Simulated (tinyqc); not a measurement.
Harmonic frequencies on the RHF/sto-3g surface (energies and gradients from PySCF), for HF, spin multiplicity 1, step by step. Computed by tinyqc, a small Python program that keeps every step (integrals from PySCF). Settings: charge = 0, multiplicity = 1, basis = sto-3g, delta = 0.002. Command: `OMP_NUM_THREADS=1 python tinyqc.py 28449 28450 out.jsonl` (the two numbers bound the seeds that draw the settings). One thread of a shared host (Intel(R) Xeon(R) Processor @ 2.60GHz), about 0.8 s of CPU time with the checks.

## One row of the Hessian: 2Hz

optimised positions (bohr), order 1F, 2H:
```
[[0.000000, 0.000000, -0.028792],
 [0.000000, 0.000000, 1.776789]]
```

gradient at +delta (hartree/bohr), order 1F, 2H:
```
[[0.00000000, 0.00000000, -0.00145915],
 [0.00000000, 0.00000000, 0.00145915]]
```

gradient at -delta (hartree/bohr), order 1F, 2H:
```
[[0.00000000, 0.00000000, 0.00144180],
 [0.00000000, 0.00000000, -0.00144180]]
```

Displace 2Hz by +/-0.002 bohr; H(k, :) = (g(+) - g(-)) / (2 delta).

row of the Hessian (hartree/bohr^2): [0.00000000, 0.00000000, -0.72523749, 0.00000000, 0.00000000, 0.72523749]

## Hessian by finite differences

All rows are made in the same way, and the matrix is symmetrised.

Hessian (symmetrised) (hartree/bohr^2), order 1Fx, 1Fy, 1Fz, 2Hx, 2Hy, 2Hz:
```
[[0.00000774, 0.00000000, 0.00000000, -0.00000774, 0.00000000, 0.00000000],
 [0.00000000, 0.00000774, 0.00000000, 0.00000000, -0.00000774, 0.00000000],
 [0.00000000, 0.00000000, 0.72523749, 0.00000000, 0.00000000, -0.72523749],
 [-0.00000774, 0.00000000, 0.00000000, 0.00000774, 0.00000000, 0.00000000],
 [0.00000000, -0.00000774, 0.00000000, 0.00000000, 0.00000774, 0.00000000],
 [0.00000000, 0.00000000, -0.72523749, 0.00000000, 0.00000000, 0.72523749]]
```

## Normal modes

masses (u): [18.998403, 1.007825]

Diagonalise H_ij / sqrt(m_i m_j); the 5 smallest eigenvalues belong to translations and rotations; wavenumber = sqrt(eigenvalue / 1822.888) x 219474.63; each mode has its largest component positive (the first on a tie); zero-point energy = sum of wavenumbers / 2, with 349.755 1/cm per kcal/mol.

eigenvalues of the mass-weighted Hessian (hartree/(bohr^2 u)): [0.000000, 0.000000, 0.000000, 0.000008, 0.000008, 0.757780]

harmonic wavenumbers of the vibrations (1/cm): [4474.8]

mass-weighted modes, order 1Fx, 1Fy, 1Fz, 2Hx, 2Hy, 2Hz:
```
[[0.000000],
 [0.000000],
 [-0.224445],
 [0.000000],
 [0.000000],
 [0.974487]]
```

zero-point energy = 6.397081 kcal/mol
